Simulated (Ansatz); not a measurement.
**FH₂MgSi+ (SMILES [F][Mg][SiH2+]): functionals against CCSD(T) at one geometry**

The task here is to estimate one member of a computed series from the others.

Computed with Ansatz 0.2.0, Gaussian basis. Level: single points in def2-TZVPP.

Cores are frozen in the correlated methods. The outer core shell of Li, Na, Mg and K is correlated.

## Starting geometry

SMILES `[F][Mg][SiH2+]`, 5 atoms, charge 1, spin multiplicity 1.

Atoms are counted from 1 here; the program's logs count them from 0.

Bond lengths: F1–Mg2 1.708 Å, Mg2–Si3 2.457 Å, Si3–H4 1.610 Å, Si3–H5 1.410 Å. Angles: F1–Mg2–Si3 174.9°, Mg2–Si3–H4 124.5°, Mg2–Si3–H5 118.5°, H4–Si3–H5 116.3°.

Geometry (Å):

```xyz
5
FH2MgSi
F    -0.08630   -2.35010    2.22670
Mg   -0.02880   -1.05470    1.11530
Si    0.00080    0.66370   -0.64110
H    -0.82600    0.57170   -2.01910
H     0.94690    1.70540   -0.54870
```

Set-up of the first run:

Contents of run/in.yaml:

```yaml
crystal:
  periodic: [false, false, false]
  atoms:
    - {symbol: F, position_ang: [-0.086300, -2.350100, 2.226700]}
    - {symbol: Mg, position_ang: [-0.028800, -1.054700, 1.115300]}
    - {symbol: Si, position_ang: [0.000800, 0.663700, -0.641100]}
    - {symbol: H, position_ang: [-0.826000, 0.571700, -2.019100]}
    - {symbol: H, position_ang: [0.946900, 1.705400, -0.548700]}
basis:
  gaussian: {orbitals: def2-TZVPP}
total_charge: 1
correlation: {method: ccsd_t}
output: {forces: true}
```

The command line of these runs was not kept.

Steps of the session up to this table: CCSD(T)/def2-TZVPP; PBE0-D4/def2-TZVPP; wB97M-V/def2-TZVPP; r2SCAN-D4/def2-TZVPP; PBE-D4/def2-TZVPP; wB97X-V/def2-TZVPP; BLYP-D4/def2-TZVPP.

One of the session's tables, all rows but one given; the rest of the session is left out.

```
   method  RMS force component (eV/Å)  angle to CCSD(T) forces (°)
  CCSD(T)                       1.046                    reference
  PBE0-D4                       1.043                          2.9
  wB97M-V                       1.037                          3.5
r2SCAN-D4                           ?                            ?
   PBE-D4                       1.008                         11.9
  wB97X-V                       1.060                          2.7
  BLYP-D4                       0.996                         11.9
```

**Question.** Estimate the row for r2SCAN-D4.

**Answer.** RMS force component (eV/Å): 1.039; angle to CCSD(T) forces (°): 2.4. In the column «RMS force component (eV/Å)» it lies between wB97M-V (1.037) and PBE0-D4 (1.043).
